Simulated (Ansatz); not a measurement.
A nudged elastic band was laid between two geometries of AlH3O + H4Si (10 atoms, charge 0, multiplicity 1).

The calculation used RHF/6-31G* in Ansatz.

```yaml
movable_images: 7
climbing_image: yes
spring: 5.0 eV/Å²
optimiser: quadratic models (default)
start_path: through a guess of the saddle point
force_threshold: 0.03 eV/Å
iteration_limit: 60
end_points: relaxed
```

First end point:

```xyz
10
Properties=species:S:1:pos:R:3
Al -0.064 -0.683 0.252
O -0.193 -1.463 1.756
H -1.016 -1.659 2.176
H 1.384 -0.463 -0.327
H -1.382 -0.295 -0.537
Si 0.194 3.384 1.092
H 0.980 3.769 2.276
H 0.906 3.765 -0.140
H -1.131 4.025 1.130
H 0.008 1.915 1.100
```

Last end point:

```xyz
10
Properties=species:S:1:pos:R:3
Al 0.049 0.487 0.000
O -0.176 -0.406 1.842
H -1.064 -0.631 2.100
H 1.435 -0.151 -0.457
H -1.317 -0.095 -0.588
Si 0.100 2.884 0.679
H 0.838 3.055 1.965
H 0.771 3.779 -0.296
H -1.246 3.467 0.929
H 0.296 -0.092 2.606
```

(1) What changes between the two ends?

(2) What energy profile does the band end with?

(3) What is the geometry of the highest image?

## Answers

(1) Bonds broken: Si6–H10. Bonds formed: Al1–Si6, O2–H10. AlH3O + H4Si becomes AlH7OSi.

(2) The forces met the threshold. The highest image is number 5 of 0 to 8, 53.7 kcal/mol above the first end and 37.4 kcal/mol above the last; the last end lies 16.3 kcal/mol above the first. Neighbouring images differ by up to 1.8 eV, so the band resolves the path poorly. A vibrational analysis at the climbing image gives one clearly imaginary mode, 1879i cm⁻¹: a first-order saddle point. The orbitals stay closed-shell, which can raise the energy where a bond breaks towards radicals; this wasn't checked here.

```json
{"image": "0", "path coordinate (Å)": "0.00", "energy (kcal/mol)": "0.0", "Si6–H10 (Å)": "1.48", "Al1–Si6 (Å)": "4.16", "O2–H10 (Å)": "3.45"}
{"image": "1", "path coordinate (Å)": "0.68", "energy (kcal/mol)": "0.0", "Si6–H10 (Å)": "1.48", "Al1–Si6 (Å)": "3.98", "O2–H10 (Å)": "3.36"}
{"image": "2", "path coordinate (Å)": "1.37", "energy (kcal/mol)": "0.4", "Si6–H10 (Å)": "1.48", "Al1–Si6 (Å)": "3.70", "O2–H10 (Å)": "3.00"}
{"image": "3", "path coordinate (Å)": "2.05", "energy (kcal/mol)": "2.4", "Si6–H10 (Å)": "1.48", "Al1–Si6 (Å)": "3.43", "O2–H10 (Å)": "2.58"}
{"image": "4", "path coordinate (Å)": "2.73", "energy (kcal/mol)": "12.2", "Si6–H10 (Å)": "1.50", "Al1–Si6 (Å)": "3.08", "O2–H10 (Å)": "2.02"}
{"image": "5", "path coordinate (Å)": "3.41", "energy (kcal/mol)": "53.7", "Si6–H10 (Å)": "1.91", "Al1–Si6 (Å)": "2.76", "O2–H10 (Å)": "1.23"}
{"image": "6", "path coordinate (Å)": "4.23", "energy (kcal/mol)": "25.1", "Si6–H10 (Å)": "2.59", "Al1–Si6 (Å)": "2.52", "O2–H10 (Å)": "0.96"}
{"image": "7", "path coordinate (Å)": "5.05", "energy (kcal/mol)": "16.5", "Si6–H10 (Å)": "3.37", "Al1–Si6 (Å)": "2.49", "O2–H10 (Å)": "0.95"}
{"image": "8", "path coordinate (Å)": "5.86", "energy (kcal/mol)": "16.3", "Si6–H10 (Å)": "3.55", "Al1–Si6 (Å)": "2.49", "O2–H10 (Å)": "0.95"}
```

(3) 
```xyz
10
Properties=species:S:1:pos:R:3
Al 0.154 0.112 0.098
O -0.204 -0.315 1.856
H -1.064 -0.626 2.120
H 1.642 -0.133 -0.352
H -1.116 -0.025 -0.832
Si 0.082 2.686 1.087
H 1.163 3.259 1.917
H 0.368 3.072 -0.322
H -1.189 3.355 1.454
H -0.152 0.910 1.753
```

Time of the run: 110 s on 1 thread of Arm Neoverse V2, with other jobs on the host, peak memory 0.11 GiB.
